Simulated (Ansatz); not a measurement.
## Abstraction of Cl: C4H9Cl + C3H5 → C4H9 + C3H5Cl

Species: C4H9Cl `CC(C)(C)Cl`, singlet; C3H5 `C=[C]C`, doublet; C4H9 (tert-butyl radical) `C[C](C)C`, doublet; C3H5Cl (2-chloropropene) `C=C(C)Cl`, singlet. A radical takes Cl: the energy is the difference in strength between two C–Cl bonds in different surroundings.

Shapes, held fixed at every level: PBE0-D4/def2-TZVP. Programs: Ansatz 0.2.0. The zero-point and thermal change to 298 K, harmonic and unscaled (PBE0-D4/def2-TZVP), is -0.3 kJ/mol.

```csv
level,kind,ΔH(298 K) (kJ/mol)
HF/def2-SVP,Hartree–Fock,-29.6
HF/def2-TZVPP,Hartree–Fock,-29.8
PBE-D4/def2-TZVPP,GGA,-48.6
BHLYP-D4/def2-TZVPP,global hybrid,-42.2
PBE0-D4/def2-TZVPP,global hybrid,-46.5
r2SCAN0-D4/def2-TZVPP,global hybrid,-43.0
wB97M-V/def2-TZVPP,range-separated hybrid,-39.6
B2PLYP/def2-TZVPP,double hybrid,-43.3
```

B2PLYP/def2-TZVPP gives ΔH(298 K) = -43.3 kJ/mol; the levels span -48.6 to -29.6. The median of the levels is -42.6. No measured value is set beside it here. Spin contamination: C3H5 (⟨S²⟩ up to 0.91). Open shells run unrestricted unless RO is named.
